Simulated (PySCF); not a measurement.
# PH3S (SMILES [PH3]=S): PBE0/STO-6G

Aim: the vertical ionisation energy of PH3S at PBE0/STO-6G, from 2 runs. Input form: a Python script.

The results are computed with PySCF 2.14.0.

11 further runs of the same task are left out: 2 that didn't finish, 9 set aside as unsound or not needed.

## (1) Starting point

The species is PH3S (5 atoms), meant as a singlet with charge 0. SMILES: `[PH3]=S`. Geometry: relaxed at GFN2-xTB.

Bond lengths: P1–S2 1.914 Å, P1–H3 1.394 Å, P1–H4 1.394 Å, P1–H5 1.394 Å. Angles: S2–P1–H3 118.2°, S2–P1–H4 118.2°, S2–P1–H5 118.2°, H3–P1–H4 99.6°, H3–P1–H5 99.4°, H4–P1–H5 99.4°.

## (2) The energy at PBE0/STO-6G

File run.py:

```python
from pyscf import gto, dft

molecule = gto.M(
    atom='''
P      0.014967    -0.012472     0.014475
S      2.384249    -1.778497     2.099977
H     -2.205008     0.872921     1.123518
H     -1.006222    -1.278551    -2.058271
H      0.812034     2.196580    -1.179699
''',
    basis='sto-6g',
    unit='bohr',
    verbose=3,
    max_memory=1860,
)

mf = dft.RKS(molecule)
mf.xc = 'pbe0'
mf.grids.level = 5
mf.conv_tol = 1e-10
mf.kernel()
if not mf.converged:
    mf = mf.newton().run(mf.mo_coeff, mf.mo_occ)

etot = mf.e_tot
print('E(%s) = %.9f' % ('PBE0', etot))
```

Started as:

```
$ OMP_NUM_THREADS=1 python run.py
```

What it wrote:

```text
converged SCF energy = -738.375074611569
E(PBE0) = -738.375074612
```

It took 6.6 s on 1 thread of Intel Xeon Platinum 8259CL at 2.50GHz (Skylake/Cascade Lake), shared host; peak memory 0.2 GiB.

## (3) The doublet cation at the same level

File job.py:

```python
from pyscf import gto, dft

molecule = gto.M(
    atom='''
P        0.007920      -0.006600       0.007660
S        1.261690      -0.941140       1.111260
H       -1.166840       0.461930       0.594540
H       -0.532470      -0.676580      -1.089190
H        0.429710       1.162380      -0.624270
''',
    basis='sto-6g',
    verbose=3,
    spin=1,
    max_memory=1860,
    charge=1,
)

mf = dft.UKS(molecule, xc='pbe0')
mf.conv_tol = 1e-10
mf.grids.level = 5
mf.kernel()
if not mf.converged:
    mf = mf.newton().run(mf.mo_coeff, mf.mo_occ)

e_tot = mf.e_tot
print('E(%s) = %.9f' % ('PBE0', e_tot))
```

Started as:

```
$ OMP_NUM_THREADS=1 python job.py
```

What it wrote:

```text
converged SCF energy = -738.184743902029  <S^2> = 0.75126312  2S+1 = 2.0012627
E(PBE0) = -738.184743902
```

Run time: 8.1 s. Hardware: 1 thread of Intel Xeon Platinum 8259CL at 2.50GHz (Skylake/Cascade Lake), shared host; peak memory 0.21 GiB.

## (4) Summary of results

Level: PBE0/STO-6G.

```
                                          quantity          value
                        singlet PH3S: total energy  -738.37507 Eh
                       singlet PH3S: dipole moment         3.70 D
                         singlet PH3S: HOMO energy       -1.86 eV
                         singlet PH3S: LUMO energy        6.65 eV
                       singlet PH3S: HOMO–LUMO gap        8.51 eV
                      doublet cation: total energy  -738.18474 Eh
doublet cation: HOMO energy (highest over α and β)      -11.39 eV
 doublet cation: LUMO energy (lowest over α and β)       -8.45 eV
                              doublet cation: ⟨S²⟩          0.751
vertical ionisation energy (to the doublet cation)       5.179 eV
```

What this shows: Removing an electron at fixed nuclei costs 5.18 eV (500 kJ/mol). −ε(HOMO) before ionisation, 1.86 eV, is 3.31 eV below this ionisation energy. In a minimal basis such a difference can be off by several eV, whatever the method. Mulliken charges (doublet cation) run from +0.07 on H3 to +0.49 on P1.
